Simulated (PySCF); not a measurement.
Species: C5H8.
SMILES with atom numbers: `[CH2:1]=[C:2]1[CH2:3][C@@H:4]1[CH3:5]` (hydrogens: H6, H7 on C1; H8, H9 on C3; H10 on C4; H11, H12, H13 on C5)

The same species was optimised twice, with GFN2-xTB and with PBE0-D3(BJ)/def2-SVP (PySCF), and the same property calculations (PySCF, gas phase) were run on both structures.

| coordinate | GFN2-xTB | PBE0-D3(BJ)/def2-SVP | change |
| --- | --- | --- | --- |
| C1=C2 (Å) | 1.307 | 1.323 | +0.016 |
| C1–H6 (Å) | 1.079 | 1.094 | +0.015 |
| C1–H7 (Å) | 1.079 | 1.094 | +0.015 |
| C3–H9 (Å) | 1.081 | 1.097 | +0.016 |
| C3–H8 (Å) | 1.081 | 1.096 | +0.015 |
| C5–H12 (Å) | 1.088 | 1.101 | +0.013 |
| C4–H10 (Å) | 1.085 | 1.098 | +0.013 |
| C5–H13 (Å) | 1.089 | 1.101 | +0.012 |
| C5–H11 (Å) | 1.089 | 1.102 | +0.013 |
| C3–C4 (Å) | 1.520 | 1.529 | +0.009 |
| C4–C5 (Å) | 1.510 | 1.508 | -0.002 |
| C2–C3 (Å) | 1.466 | 1.464 | -0.002 |
| C2–C4 (Å) | 1.466 | 1.465 | -0.001 |
| C3–C4–H10 (°) | 116.6 | 114.6 | -2.0 |
| C2–C4–H10 (°) | 117.3 | 115.5 | -1.8 |
| C5–C4–H10 (°) | 113.6 | 114.8 | +1.2 |
| H6–C1–H7 (°) | 116.6 | 117.6 | +1.0 |
| C3–C4–C5 (°) | 119.8 | 120.8 | +1.0 |
| C2–C4–C5 (°) | 120.2 | 121.2 | +1.0 |
| C4–C5–H11 (°) | 110.5 | 111.3 | +0.8 |
| H12–C5–H13 (°) | 108.4 | 107.5 | -0.9 |

Rotational constants: A = 9295, B = 4103, C = 3220 MHz (GFN2-xTB) against A = 9195, B = 4064, C = 3182 MHz (PBE0-D3(BJ)/def2-SVP). Point groups within 0.08 Å: C1 and C1. Atoms that the bonding makes alike are paired by their places after alignment.

On the GFN2-xTB structure: lowest singlet, TDDFT (eV) 6.43 [PBE0/def2-SVPD]; lowest triplet, Tamm–Dancoff (eV) 4.43 [PBE0/def2-SVPD]; isotropic polarisability (au) 60.3 [PBE0/def2-SVPD]; HOMO (eV) -7.45 [PBE0/def2-SVPD]; LUMO (eV) 0.18 [PBE0/def2-SVPD]; dipole (D) 0.51 [PBE0/def2-SVPD]; HOMO (eV) -7.43 [PBE0/pcSseg-1]; LUMO (eV) 0.28 [PBE0/pcSseg-1]; dipole (D) 0.47 [PBE0/pcSseg-1]; GIAO shielding of C1 (ppm) 77.7 [PBE0/pcSseg-1]; GIAO shielding of C2 (ppm) 40.7 [PBE0/pcSseg-1]; GIAO shielding of C3 (ppm) 174.8 [PBE0/pcSseg-1]; GIAO shielding of C4 (ppm) 172.9 [PBE0/pcSseg-1]; GIAO shielding of C5 (ppm) 166.3 [PBE0/pcSseg-1].

Task: What do these properties become on the PBE0-D3(BJ)/def2-SVP structure?

Result: 
```
                                    property           level  on GFN2-xTB  on PBE0-D3(BJ)/def2-SVP  change
                  lowest singlet, TDDFT (eV)  PBE0/def2-SVPD         6.43                     6.39   -0.04
           lowest triplet, Tamm–Dancoff (eV)  PBE0/def2-SVPD         4.43                     4.26   -0.17
               isotropic polarisability (au)  PBE0/def2-SVPD         60.3                     61.5    +1.2
                                   HOMO (eV)  PBE0/def2-SVPD        -7.45                    -7.39   +0.06
                                   LUMO (eV)  PBE0/def2-SVPD         0.18                     0.08   -0.10
                                  dipole (D)  PBE0/def2-SVPD         0.51                     0.52   +0.01
energy, GFN2-xTB geometry as zero (kcal/mol)  PBE0/def2-SVPD          0.0                     -0.8    -0.8
                                   HOMO (eV)   PBE0/pcSseg-1        -7.43                    -7.37   +0.06
                                   LUMO (eV)   PBE0/pcSseg-1         0.28                     0.18   -0.10
                                  dipole (D)   PBE0/pcSseg-1         0.47                     0.48   +0.01
energy, GFN2-xTB geometry as zero (kcal/mol)   PBE0/pcSseg-1          0.0                     -0.4    -0.4
                  GIAO shielding of C1 (ppm)   PBE0/pcSseg-1         77.7                     73.7    -4.0
                  GIAO shielding of C2 (ppm)   PBE0/pcSseg-1         40.7                     37.4    -3.3
                  GIAO shielding of C3 (ppm)   PBE0/pcSseg-1        174.8                    172.4    -2.4
                  GIAO shielding of C4 (ppm)   PBE0/pcSseg-1        172.9                    171.9    -1.0
                  GIAO shielding of C5 (ppm)   PBE0/pcSseg-1        166.3                    164.8    -1.5
```

The heavy atoms differ by 0.010 Å rms after alignment. Among all bonds C1=C2, C1–H6, C1–H7, C3–H8 and C3–H9 change most and about equally (+0.015 to +0.016 Å). Changes are differences of the printed values. Neither structure is proved a minimum here.
